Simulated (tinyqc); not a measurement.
Worked calculation (part 1 of 2): RKS/PBE0 in the sto-3g basis, for H2F+, spin multiplicity 1. Computed by tinyqc, a small Python program that keeps every step (integrals from PySCF). Settings: charge = 1, multiplicity = 1, basis = sto-3g, energy threshold = 1e-10, iteration cap = 58, orthogonalisation = symmetric, start = atomic densities, DIIS depth = 0, shift = 0.2, method = RKS, functional = pbe0, grid = [15, 26]. Command: `OMP_NUM_THREADS=1 python tinyqc.py 22662 22663 out.jsonl` (the two numbers bound the seeds that draw the settings). One thread of a shared host (Intel(R) Xeon(R) Processor @ 2.60GHz), about 0.9 s of CPU time with the checks. Later iterations appear only in the table of the cycle.

## One-electron integrals

Geometry (angstrom):
```
atom         x          y         z
F     0.000000   0.000000  0.000000
H     0.000000   0.762000  0.611000
H     0.000000  -0.762000  0.611000
```

Basis sto-3g: exponents (1/bohr^2) and contraction coefficients of normalised primitives:
```
element  l (shell)    exponent  coefficient
F            s (1)  166.679130     0.154329
F            s (1)   30.360812     0.535328
F            s (1)    8.216821     0.444635
F            s (2)    6.464803    -0.099967
F            s (2)    1.502281     0.399513
F            s (2)    0.488588     0.700115
F            p (3)    6.464803     0.155916
F            p (3)    1.502281     0.607684
F            p (3)    0.488588     0.391957
H            s (1)    3.425251     0.154329
H            s (1)    0.623914     0.535328
H            s (1)    0.168855     0.444635
```

Overlap, kinetic and nuclear-attraction integrals over the contracted functions; the nuclear repulsion is the sum of Za Zb / Rab.

nuclear repulsion = 10.09953734 hartree

overlap S, order 1F 1s, 1F 2s, 1F 2px, 1F 2py, 1F 2pz, 2H 1s, 3H 1s:
$$\begin{pmatrix}
1.000000 & 0.237990 & 0.000000 & 0.000000 & 0.000000 & 0.042907 & 0.042907 \\
0.237990 & 1.000000 & 0.000000 & 0.000000 & 0.000000 & 0.409809 & 0.409809 \\
0.000000 & 0.000000 & 1.000000 & 0.000000 & 0.000000 & 0.000000 & 0.000000 \\
0.000000 & 0.000000 & 0.000000 & 1.000000 & 0.000000 & 0.255993 & -0.255993 \\
0.000000 & 0.000000 & 0.000000 & 0.000000 & 1.000000 & 0.205264 & 0.205264 \\
0.042907 & 0.409809 & 0.000000 & 0.255993 & 0.205264 & 1.000000 & 0.248084 \\
0.042907 & 0.409809 & 0.000000 & -0.255993 & 0.205264 & 0.248084 & 1.000000
\end{pmatrix}$$

kinetic energy T (hartree), order 1F 1s, 1F 2s, 1F 2px, 1F 2py, 1F 2pz, 2H 1s, 3H 1s:
$$\begin{pmatrix}
36.984577 & -0.212858 & 0.000000 & 0.000000 & 0.000000 & -0.003588 & -0.003588 \\
-0.212858 & 1.037995 & 0.000000 & 0.000000 & 0.000000 & 0.098873 & 0.098873 \\
0.000000 & 0.000000 & 3.248015 & 0.000000 & 0.000000 & 0.000000 & 0.000000 \\
0.000000 & 0.000000 & 0.000000 & 3.248015 & 0.000000 & 0.179046 & -0.179046 \\
0.000000 & 0.000000 & 0.000000 & 0.000000 & 3.248015 & 0.143565 & 0.143565 \\
-0.003588 & 0.098873 & 0.000000 & 0.179046 & 0.143565 & 0.760032 & 0.007679 \\
-0.003588 & 0.098873 & 0.000000 & -0.179046 & 0.143565 & 0.007679 & 0.760032
\end{pmatrix}$$

nuclear attraction V (hartree), order 1F 1s, 1F 2s, 1F 2px, 1F 2py, 1F 2pz, 2H 1s, 3H 1s:
$$\begin{pmatrix}
-78.093169 & -9.434692 & 0.000000 & 0.000000 & -0.016605 & -1.749305 & -1.749305 \\
-9.434692 & -12.619430 & 0.000000 & 0.000000 & -0.201409 & -3.968896 & -3.968896 \\
0.000000 & 0.000000 & -12.459283 & 0.000000 & 0.000000 & 0.000000 & 0.000000 \\
0.000000 & 0.000000 & 0.000000 & -12.581404 & 0.000000 & -2.152610 & 2.152610 \\
-0.016605 & -0.201409 & 0.000000 & 0.000000 & -12.537800 & -1.790114 & -1.790114 \\
-1.749305 & -3.968896 & 0.000000 & -2.152610 & -1.790114 & -6.284521 & -1.725153 \\
-1.749305 & -3.968896 & 0.000000 & 2.152610 & -1.790114 & -1.725153 & -6.284521
\end{pmatrix}$$

core Hamiltonian H = T + V (hartree), order 1F 1s, 1F 2s, 1F 2px, 1F 2py, 1F 2pz, 2H 1s, 3H 1s:
$$\begin{pmatrix}
-41.108593 & -9.647550 & 0.000000 & 0.000000 & -0.016605 & -1.752893 & -1.752893 \\
-9.647550 & -11.581434 & 0.000000 & 0.000000 & -0.201409 & -3.870023 & -3.870023 \\
0.000000 & 0.000000 & -9.211268 & 0.000000 & 0.000000 & 0.000000 & 0.000000 \\
0.000000 & 0.000000 & 0.000000 & -9.333389 & 0.000000 & -1.973564 & 1.973564 \\
-0.016605 & -0.201409 & 0.000000 & 0.000000 & -9.289785 & -1.646549 & -1.646549 \\
-1.752893 & -3.870023 & 0.000000 & -1.973564 & -1.646549 & -5.524489 & -1.717474 \\
-1.752893 & -3.870023 & 0.000000 & 1.973564 & -1.646549 & -1.717474 & -5.524489
\end{pmatrix}$$

## Two-electron integrals

Functions are numbered as in S; the eight-fold symmetry (ij|kl) = (ji|kl) = (kl|ij) leaves the list below.

Two-electron integrals (ij|kl) in chemists' order, unique and non-zero (hartree):
```
(11|11) 5.403501    (21|11) 0.841920    (21|21) 0.156299    (22|11) 1.268028
(22|21) 0.292344    (22|22) 0.926167    (31|31) 0.027998    (32|31) 0.043169
(32|32) 0.204588    (33|11) 1.264502    (33|21) 0.292403    (33|22) 0.925959
(33|33) 0.997514    (41|41) 0.027998    (42|41) 0.043169    (42|42) 0.204588
(43|43) 0.053770    (44|11) 1.264502    (44|21) 0.292403    (44|22) 0.925959
(44|33) 0.889973    (44|44) 0.997514    (51|51) 0.027998    (52|51) 0.043169
(52|52) 0.204588    (53|53) 0.053770    (54|54) 0.053770    (55|11) 1.264502
(55|21) 0.292403    (55|22) 0.925959    (55|33) 0.889973    (55|44) 0.889973
(55|55) 0.997514    (61|11) 0.154151    (61|21) 0.028367    (61|22) 0.052691
(61|33) 0.052611    (61|41) 0.000908    (61|42) 0.001699    (61|44) 0.052761
(61|51) 0.000728    (61|52) 0.001362    (61|54) 0.000120    (61|55) 0.052708
(61|61) 0.005202    (62|11) 0.379835    (62|21) 0.088702    (62|22) 0.312302
(62|33) 0.307806    (62|41) 0.004707    (62|42) 0.036321    (62|44) 0.315833
(62|51) 0.003774    (62|52) 0.029123    (62|54) 0.006436    (62|55) 0.312967
(62|61) 0.016321    (62|62) 0.128257    (63|31) 0.009412    (63|32) 0.055290
(63|43) 0.007698    (63|53) 0.006172    (63|63) 0.019270    (64|11) 0.198095
(64|21) 0.046866    (64|22) 0.176666    (64|33) 0.169044    (64|41) 0.011592
(64|42) 0.074851    (64|44) 0.188864    (64|51) 0.001748    (64|52) 0.015685
(64|54) 0.009720    (64|55) 0.171889    (64|61) 0.008996    (64|62) 0.088931
(64|64) 0.080473    (65|11) 0.158840    (65|21) 0.037579    (65|22) 0.141657
(65|33) 0.135546    (65|41) 0.001748    (65|42) 0.015685    (65|44) 0.139094
(65|51) 0.010814    (65|52) 0.067867    (65|54) 0.010542    (65|55) 0.150172
(65|61) 0.007213    (65|62) 0.071308    (65|64) 0.049075    (65|65) 0.058620
(66|11) 0.523017    (66|21) 0.124150    (66|22) 0.503331    (66|33) 0.485837
(66|41) 0.008517    (66|42) 0.091830    (66|44) 0.517421    (66|51) 0.006829
(66|52) 0.073632    (66|54) 0.025326    (66|55) 0.506144    (66|61) 0.023005
(66|62) 0.261392    (66|64) 0.210530    (66|65) 0.168811    (66|66) 0.774606
(71|11) 0.154151    (71|21) 0.028367    (71|22) 0.052691    (71|33) 0.052611
(71|41) -0.000908   (71|42) -0.001699   (71|44) 0.052761    (71|51) 0.000728
(71|52) 0.001362    (71|54) -0.000120   (71|55) 0.052708    (71|61) 0.005139
(71|62) 0.015915    (71|64) 0.008033    (71|65) 0.007039    (71|66) 0.022242
(71|71) 0.005202    (72|11) 0.379835    (72|21) 0.088702    (72|22) 0.312302
(72|33) 0.307806    (72|41) -0.004707   (72|42) -0.036321   (72|44) 0.315833
(72|51) 0.003774    (72|52) 0.029123    (72|54) -0.006436   (72|55) 0.312967
(72|61) 0.015915    (72|62) 0.107421    (72|64) 0.050810    (72|65) 0.058096
(72|66) 0.182355    (72|71) 0.016321    (72|72) 0.128257    (73|31) 0.009412
(73|32) 0.055290    (73|43) -0.007698   (73|53) 0.006172    (73|63) 0.015705
(73|73) 0.019270    (74|11) -0.198095   (74|21) -0.046866   (74|22) -0.176666
(74|33) -0.169044   (74|41) 0.011592    (74|42) 0.074851    (74|44) -0.188864
(74|51) -0.001748   (74|52) -0.015685   (74|54) 0.009720    (74|55) -0.171889
(74|61) -0.008033   (74|62) -0.050810   (74|64) -0.008619   (74|65) -0.026871
(74|66) -0.076034   (74|71) -0.008996   (74|72) -0.088931   (74|74) 0.080473
(75|11) 0.158840    (75|21) 0.037579    (75|22) 0.141657    (75|33) 0.135546
(75|41) -0.001748   (75|42) -0.015685   (75|44) 0.139094    (75|51) 0.010814
(75|52) 0.067867    (75|54) -0.010542   (75|55) 0.150172    (75|61) 0.007039
(75|62) 0.058096    (75|64) 0.026871    (75|65) 0.046745    (75|66) 0.109528
(75|71) 0.007213    (75|72) 0.071308    (75|74) -0.049075   (75|75) 0.058620
(76|11) 0.155717    (76|21) 0.036757    (76|22) 0.142278    (76|33) 0.139357
(76|44) 0.141721    (76|51) 0.002427    (76|52) 0.023016    (76|55) 0.145604
(76|61) 0.006710    (76|62) 0.059663    (76|64) 0.035897    (76|65) 0.037835
(76|66) 0.132115    (76|71) 0.006710    (76|72) 0.059663    (76|74) -0.035897
(76|75) 0.037835    (76|76) 0.034749    (77|11) 0.523017    (77|21) 0.124150
(77|22) 0.503331    (77|33) 0.485837    (77|41) -0.008517   (77|42) -0.091830
(77|44) 0.517421    (77|51) 0.006829    (77|52) 0.073632    (77|54) -0.025326
(77|55) 0.506144    (77|61) 0.022242    (77|62) 0.182355    (77|64) 0.076034
(77|65) 0.109528    (77|66) 0.340892    (77|71) 0.023005    (77|72) 0.261392
(77|74) -0.210530   (77|75) 0.168811    (77|76) 0.132115    (77|77) 0.774606
```

## Orthogonalisation

S = U s U^T; symmetric (Loewdin) form X = U s^(-1/2) U^T, so that X^T S X = 1.

eigenvalues of S: [0.433958, 0.493269, 0.893064, 1.000000, 1.095512, 1.258647, 1.825550]

X, order 1F 1s, 1F 2s, 1F 2px, 1F 2py, 1F 2pz, 2H 1s, 3H 1s:
$$\begin{pmatrix}
1.023907 & -0.138143 & 0.000000 & 0.000000 & -0.007188 & 0.018457 & 0.018457 \\
-0.138143 & 1.169760 & 0.000000 & 0.000000 & 0.072302 & -0.228213 & -0.228213 \\
0.000000 & 0.000000 & 1.000000 & 0.000000 & 0.000000 & 0.000000 & 0.000000 \\
0.000000 & 0.000000 & 0.000000 & 1.071293 & 0.000000 & -0.178096 & 0.178096 \\
-0.007188 & 0.072302 & 0.000000 & 0.000000 & 1.035422 & -0.112220 & -0.112220 \\
0.018457 & -0.228213 & 0.000000 & -0.178096 & -0.112220 & 1.143264 & -0.100623 \\
0.018457 & -0.228213 & 0.000000 & 0.178096 & -0.112220 & -0.100623 & 1.143264
\end{pmatrix}$$

## Starting guess

The start is atomic minimal-basis densities projected into this basis (PySCF's MINAO start) and scaled to the electron count of each spin; this density is not idempotent, so its energy is not variational and may lie below the converged one.

D at the start, order 1F 1s, 1F 2s, 1F 2px, 1F 2py, 1F 2pz, 2H 1s, 3H 1s:
$$\begin{pmatrix}
1.954922 & -0.452702 & 0.000000 & 0.000000 & 0.015645 & -0.011678 & -0.011678 \\
-0.452702 & 1.917662 & 0.000000 & 0.000000 & -0.088310 & 0.027006 & 0.027006 \\
0.000000 & 0.000000 & 1.484638 & 0.000000 & 0.000000 & 0.000000 & 0.000000 \\
0.000000 & 0.000000 & 0.000000 & 1.328163 & 0.000000 & 0.146634 & -0.146634 \\
0.015645 & -0.088310 & 0.000000 & 0.000000 & 1.408186 & 0.075324 & 0.075324 \\
-0.011678 & 0.027006 & 0.000000 & 0.146634 & 0.075324 & 0.918310 & 0.062531 \\
-0.011678 & 0.027006 & 0.000000 & -0.146634 & 0.075324 & 0.062531 & 0.918310
\end{pmatrix}$$

## Iteration 1: exchange-correlation on the grid

Becke grid with 15 radial and 26 angular points per atom, points of zero weight dropped. rho = sum D_ij phi_i phi_j; V_xc,ij = sum w v_xc phi_i phi_j plus the gradient terms; v_xc is d(rho eps)/d rho at fixed gradient. Exact exchange is left to K.

The 16 grid points with the largest w rho, of 1162 (bohr, atomic units):
```
x                  y          z         w       rho  |grad rho|^2     eps_xc       v_xc
0.900000    0.000000   0.000000  0.174870  0.614044      2.737023  -0.539678  -0.687208
-0.900000   0.000000   0.000000  0.174870  0.614044      2.737023  -0.539678  -0.687208
0.000000    0.000000  -0.900000  0.174965  0.610204      2.760368  -0.538822  -0.685262
0.000000    0.000000   0.900000  0.166621  0.611691      2.305196  -0.537975  -0.690114
0.000000    0.900000   0.000000  0.156641  0.609640      2.306497  -0.537468  -0.689211
0.000000   -0.900000   0.000000  0.156641  0.609640      2.306497  -0.537468  -0.689211
-0.636396   0.000000  -0.636396  0.139972  0.614517      2.788854  -0.539937  -0.686944
0.636396    0.000000  -0.636396  0.139972  0.614517      2.788854  -0.539937  -0.686944
0.636396    0.000000   0.636396  0.137838  0.608204      2.496052  -0.537599  -0.686832
-0.636396   0.000000   0.636396  0.137838  0.608204      2.496052  -0.537599  -0.686832
0.000000   -0.636396  -0.636396  0.139803  0.598286      2.618399  -0.535522  -0.681189
0.000000    0.636396  -0.636396  0.139803  0.598286      2.618399  -0.535522  -0.681189
-0.636396  -0.636396   0.000000  0.136173  0.608259      2.545046  -0.537745  -0.686399
0.636396   -0.636396   0.000000  0.136173  0.608259      2.545046  -0.537745  -0.686399
0.636396    0.636396   0.000000  0.136173  0.608259      2.545046  -0.537745  -0.686399
-0.636396   0.636396   0.000000  0.136173  0.608259      2.545046  -0.537745  -0.686399
```

electrons on the grid, sum of w rho = 10.021455

E_xc = sum of w rho eps_xc = -7.54604451 hartree

V_xc (hartree), order 1F 1s, 1F 2s, 1F 2px, 1F 2py, 1F 2pz, 2H 1s, 3H 1s:
$$\begin{pmatrix}
-2.568452 & -0.353310 & 0.000000 & 0.000000 & 0.000249 & -0.065279 & -0.065279 \\
-0.353310 & -0.683386 & 0.000000 & 0.000000 & -0.009604 & -0.223492 & -0.223492 \\
0.000000 & 0.000000 & -0.675026 & 0.000000 & 0.000000 & 0.000000 & 0.000000 \\
0.000000 & 0.000000 & 0.000000 & -0.678875 & 0.000000 & -0.126642 & 0.126642 \\
0.000249 & -0.009604 & 0.000000 & 0.000000 & -0.680759 & -0.106932 & -0.106932 \\
-0.065279 & -0.223492 & 0.000000 & -0.126642 & -0.106932 & -0.378573 & -0.096301 \\
-0.065279 & -0.223492 & 0.000000 & 0.126642 & -0.106932 & -0.096301 & -0.378573
\end{pmatrix}$$

## Iteration 1: building the Kohn-Sham matrix

J_ij = sum D_kl (ij|kl), K_ij = sum D_kl (ik|jl); F = H + J - 0.125 K + V_xc; E = tr D H + tr D J / 2 - 0.0625 tr D K + E_xc + E_nn.

Coulomb J (hartree), order 1F 1s, 1F 2s, 1F 2px, 1F 2py, 1F 2pz, 2H 1s, 3H 1s:
$$\begin{pmatrix}
18.748182 & 3.578902 & 0.000000 & 0.000000 & 0.010755 & 0.649933 & 0.649933 \\
3.578902 & 9.018542 & 0.000000 & 0.000000 & 0.136060 & 3.060688 & 3.060688 \\
0.000000 & 0.000000 & 8.979670 & 0.000000 & 0.000000 & 0.000000 & 0.000000 \\
0.000000 & 0.000000 & 0.000000 & 9.034701 & 0.000000 & 1.737123 & -1.737123 \\
0.010755 & 0.136060 & 0.000000 & 0.000000 & 9.016154 & 1.439078 & 1.439078 \\
0.649933 & 3.060688 & 0.000000 & 1.737123 & 1.439078 & 5.173512 & 1.425723 \\
0.649933 & 3.060688 & 0.000000 & -1.737123 & 1.439078 & 1.425723 & 5.173512
\end{pmatrix}$$

exchange K (hartree), order 1F 1s, 1F 2s, 1F 2px, 1F 2py, 1F 2pz, 2H 1s, 3H 1s:
$$\begin{pmatrix}
10.225866 & 1.776645 & 0.000000 & 0.000000 & 0.013208 & 0.359528 & 0.359528 \\
1.776645 & 2.989165 & 0.000000 & 0.000000 & 0.115761 & 1.220522 & 1.220522 \\
0.000000 & 0.000000 & 2.085322 & 0.000000 & 0.000000 & 0.000000 & 0.000000 \\
0.000000 & 0.000000 & 0.000000 & 2.156355 & 0.000000 & 0.576710 & -0.576710 \\
0.013208 & 0.115761 & 0.000000 & 0.000000 & 2.135672 & 0.524661 & 0.524661 \\
0.359528 & 1.220522 & 0.000000 & 0.576710 & 0.524661 & 1.305766 & 0.558247 \\
0.359528 & 1.220522 & 0.000000 & -0.576710 & 0.524661 & 0.558247 & 1.305766
\end{pmatrix}$$

Kohn-Sham matrix F (hartree), order 1F 1s, 1F 2s, 1F 2px, 1F 2py, 1F 2pz, 2H 1s, 3H 1s:
$$\begin{pmatrix}
-26.207096 & -6.644038 & 0.000000 & 0.000000 & -0.007253 & -1.213180 & -1.213180 \\
-6.644038 & -3.619925 & 0.000000 & 0.000000 & -0.089423 & -1.185392 & -1.185392 \\
0.000000 & 0.000000 & -1.167290 & 0.000000 & 0.000000 & 0.000000 & 0.000000 \\
0.000000 & 0.000000 & 0.000000 & -1.247108 & 0.000000 & -0.435172 & 0.435172 \\
-0.007253 & -0.089423 & 0.000000 & 0.000000 & -1.221349 & -0.379985 & -0.379985 \\
-1.213180 & -1.185392 & 0.000000 & -0.435172 & -0.379985 & -0.892770 & -0.457834 \\
-1.213180 & -1.185392 & 0.000000 & 0.435172 & -0.379985 & -0.457834 & -0.892770
\end{pmatrix}$$

total energy of this density = -94.94212214 hartree

This density is the starting one; it is not idempotent, so its energy is not variational and may lie below the converged one.

## Iteration 1: diagonalisation and new density

A level shift of 0.2 hartree raises the virtual space: F + shift (S - S D(s) S), with D(s) the density of one spin (D/2). Diagonalise F' = X^T F X, C = X C', fill 5 alpha and 5 beta electrons from the bottom; D = 2 C_occ C_occ^T. Each column has its largest component positive (the first on a tie).

F' = X^T F X (hartree):
$$\begin{pmatrix}
-25.729682 & -3.336702 & 0.000000 & 0.000000 & -0.026755 & -0.175824 & -0.175824 \\
-3.336702 & -2.306159 & 0.000000 & 0.000000 & 0.023525 & -0.466710 & -0.466710 \\
0.000000 & 0.000000 & -1.115754 & 0.000000 & 0.000000 & 0.000000 & 0.000000 \\
0.000000 & 0.000000 & 0.000000 & -1.065767 & 0.000000 & -0.314323 & 0.314323 \\
-0.026755 & 0.023525 & 0.000000 & 0.000000 & -1.102251 & -0.221122 & -0.221122 \\
-0.175824 & -0.466710 & 0.000000 & -0.314323 & -0.221122 & -0.376805 & -0.137197 \\
-0.175824 & -0.466710 & 0.000000 & 0.314323 & -0.221122 & -0.137197 & -0.376805
\end{pmatrix}$$

orbital energies (hartree): MO1 -26.200194, MO2 -2.092169, MO3 -1.259509, MO4 -1.190981, MO5 -1.115754, MO6 -0.168749, MO7 -0.045866

coefficients C, order 1F 1s, 1F 2s, 1F 2px, 1F 2py, 1F 2pz, 2H 1s, 3H 1s:
$$\begin{pmatrix}
0.995110 & -0.252509 & 0.000000 & 0.051387 & 0.000000 & 0.107500 & 0.000000 \\
0.021218 & 0.968582 & 0.000000 & -0.249189 & 0.000000 & -0.704355 & 0.000000 \\
0.000000 & 0.000000 & 0.000000 & 0.000000 & 1.000000 & 0.000000 & 0.000000 \\
0.000000 & 0.000000 & 0.881436 & 0.000000 & 0.000000 & 0.000000 & -0.658919 \\
0.001946 & 0.104480 & 0.000000 & 0.925799 & 0.000000 & -0.484293 & 0.000000 \\
-0.003782 & 0.058332 & 0.188161 & 0.125196 & 0.000000 & 0.767772 & 0.877463 \\
-0.003782 & 0.058332 & -0.188161 & 0.125196 & 0.000000 & 0.767772 & -0.877463
\end{pmatrix}$$

D after iteration 1, order 1F 1s, 1F 2s, 1F 2px, 1F 2py, 1F 2pz, 2H 1s, 3H 1s:
$$\begin{pmatrix}
2.113290 & -0.472533 & 0.000000 & 0.000000 & 0.046258 & -0.024119 & -0.024119 \\
-0.472533 & 2.001394 & 0.000000 & 0.000000 & -0.258922 & 0.050443 & 0.050443 \\
0.000000 & 0.000000 & 2.000000 & 0.000000 & 0.000000 & 0.000000 & 0.000000 \\
0.000000 & 0.000000 & 0.000000 & 1.553860 & 0.000000 & 0.331704 & -0.331704 \\
0.046258 & -0.258922 & 0.000000 & 0.000000 & 1.736048 & 0.243986 & 0.243986 \\
-0.024119 & 0.050443 & 0.000000 & 0.331704 & 0.243986 & 0.108991 & -0.032628 \\
-0.024119 & 0.050443 & 0.000000 & -0.331704 & 0.243986 & -0.032628 & 0.108991
\end{pmatrix}$$

## Iteration 2: exchange-correlation on the grid

As before.

The 16 grid points with the largest w rho, of 1162 (bohr, atomic units):
```
x                  y          z         w       rho  |grad rho|^2     eps_xc       v_xc
-0.900000   0.000000   0.000000  0.174870  0.763737      4.230943  -0.576508  -0.737953
0.900000    0.000000   0.000000  0.174870  0.763737      4.230943  -0.576508  -0.737953
0.000000    0.000000  -0.900000  0.174965  0.754212      4.223451  -0.574479  -0.734383
0.000000    0.000000   0.900000  0.166621  0.676741      2.877314  -0.554853  -0.712650
-0.636396   0.000000  -0.636396  0.139972  0.770322      4.379744  -0.578132  -0.739606
0.636396    0.000000  -0.636396  0.139972  0.770322      4.379744  -0.578132  -0.739606
0.000000   -0.900000   0.000000  0.156641  0.687675      3.036022  -0.557683  -0.715905
0.000000    0.900000   0.000000  0.156641  0.687675      3.036022  -0.557683  -0.715905
0.000000   -0.636396  -0.636396  0.139803  0.715388      3.769734  -0.565296  -0.722017
0.000000    0.636396  -0.636396  0.139803  0.715388      3.769734  -0.565296  -0.722017
0.636396    0.636396   0.000000  0.136173  0.722164      3.635864  -0.566536  -0.725542
-0.636396  -0.636396   0.000000  0.136173  0.722164      3.635864  -0.566536  -0.725542
0.636396   -0.636396   0.000000  0.136173  0.722164      3.635864  -0.566536  -0.725542
-0.636396   0.636396   0.000000  0.136173  0.722164      3.635864  -0.566536  -0.725542
-0.636396   0.000000   0.636396  0.137838  0.706507      3.400709  -0.562633  -0.720910
0.636396    0.000000   0.636396  0.137838  0.706507      3.400709  -0.562633  -0.720910
```

electrons on the grid, sum of w rho = 10.022924

E_xc = sum of w rho eps_xc = -8.34538181 hartree

V_xc (hartree), order 1F 1s, 1F 2s, 1F 2px, 1F 2py, 1F 2pz, 2H 1s, 3H 1s:
$$\begin{pmatrix}
-2.630240 & -0.365386 & 0.000000 & 0.000000 & 0.000911 & -0.067426 & -0.067426 \\
-0.365386 & -0.714548 & 0.000000 & 0.000000 & 0.000192 & -0.221753 & -0.221753 \\
0.000000 & 0.000000 & -0.713545 & 0.000000 & 0.000000 & 0.000000 & 0.000000 \\
0.000000 & 0.000000 & 0.000000 & -0.704173 & 0.000000 & -0.119501 & 0.119501 \\
0.000911 & 0.000192 & 0.000000 & 0.000000 & -0.710929 & -0.098092 & -0.098092 \\
-0.067426 & -0.221753 & 0.000000 & -0.119501 & -0.098092 & -0.299437 & -0.086745 \\
-0.067426 & -0.221753 & 0.000000 & 0.119501 & -0.098092 & -0.086745 & -0.299437
\end{pmatrix}$$
